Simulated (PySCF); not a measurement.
Geometries of 2 isomers of CHNO, from PBE0-D3(BJ)/def2-SVP geometry optimisation, gas phase in PySCF. One conformer each, no zero-point energy, no frequencies.

Problem. Which is lower in electronic energy at this level?
A.
```xyz
4
angstrom
N      0.375   -1.575   -0.147
C      0.147   -0.440   -0.067
O     -0.088    0.818    0.082
H     -0.433    1.197   -0.739
```
B.
```xyz
4
angstrom
N     -0.697    0.283   -0.154
C      0.460    0.038   -0.408
O      1.573   -0.078   -0.732
H     -1.336   -0.244    0.422
```

Solution. B. That is `C(=O)=N`, 29.9 kcal/mol below the other.

```
SMILES  atoms numbered as above      E (Eh)  relative (kcal/mol)  relative (kJ/mol)  dipole (D)
 N=C=O       [NH:1]=[C:2]=[O:3]  -168.37169                  0.0                0.0        2.28
  N#CO        [N:1]#[C:2][OH:3]  -168.32409                 29.9              125.0        3.96
```

As drawn, the lower has a C=O bond, cumulated double bonds and a C=N bond, which the higher lacks; the higher has a C≡N group and an O–H bond, which the lower lacks.
